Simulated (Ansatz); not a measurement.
H4P2, SMILES PP: the interaction energy of a dimer with the counterpoise correction, run with Ansatz 0.2.0 through its Python package.

`h4p2_dimer.py`:
```python
"""Interaction energy of two H4P2 molecules, with the counterpoise correction."""

import ansatz as az

BASIS_SET = "def2-SVPD"
FUNCTIONAL = "PBE0"
VDW = "d4"

FIRST = [
    ("P", (0.3564, -1.013, -0.08)),
    ("P", (-0.356, 1.0131, 0.0752)),
    ("H", (-0.4856, -1.4853, 0.9276)),
    ("H", (-0.5605, -1.3591, -1.0736)),
    ("H", (0.4921, 1.4883, -0.926)),
    ("H", (0.5536, 1.356, 1.0767)),
]
SECOND = [
    ("P", (2.7117, -3.547, -1.095)),
    ("P", (3.2868, -4.1527, 0.8897)),
    ("H", (3.7801, -2.6604, -1.2351)),
    ("H", (3.4219, -4.5751, -1.7164)),
    ("H", (2.2135, -5.0328, 1.0345)),
    ("H", (2.5856, -3.1179, 1.5105)),
]

def energy(atoms, ghosts=()):
    molecule = az.Crystal.molecule()
    for symbol, xyz in atoms:
        molecule = molecule.atom(symbol, xyz)
    calc = (
        molecule.calculation()
        .basis(gaussian=BASIS_SET)
        .functional(FUNCTIONAL, dispersion=VDW)
    )
    deck = calc.input()
    if ghosts:
        deck = deck.set(az.key.basis.gaussian.ghost_atoms, [{"symbol": s, "position_ang": list(xyz)} for s, xyz in ghosts])
    return az.Session.from_dict(deck).plan().execute().report["free_energy_ev"]

# ghost atoms carry the functions of the partner
both = energy(FIRST + SECOND)
alone = energy(FIRST) + energy(SECOND)
ghosted = energy(FIRST, SECOND) + energy(SECOND, FIRST)
print(f"dimer {both:.6f} eV")
print(f"interaction, uncorrected   {(both - alone):8.3f} eV")
print(f"interaction, counterpoise  {(both - ghosted):8.3f} eV")
print(f"basis-set superposition    {(alone - ghosted):8.3f} eV")
```

How large is the interaction at this pose, and how much of it is basis-set superposition?

Uncorrected it is -0.129 eV, with the counterpoise correction -0.079 eV; the difference, 0.05 eV, is the superposition error.

What the script printed:

Running `python h4p2_dimer.py` prints:
```text
dimer -37259.273565 eV
interaction, uncorrected     -0.129 eV
interaction, counterpoise    -0.079 eV
basis-set superposition       0.049 eV
```

Total energies depend on the basis set; only differences at equal settings carry meaning. The dimer is a generated trial pose of unrelaxed monomers, not a minimum, so the figure is no binding energy, and the basis set is small. Finished in 19 s on 1 thread of Arm Neoverse V2 (shared host), peak memory 0.42 GiB.

(Lines on the test bed's own set-up are left out of the output.)
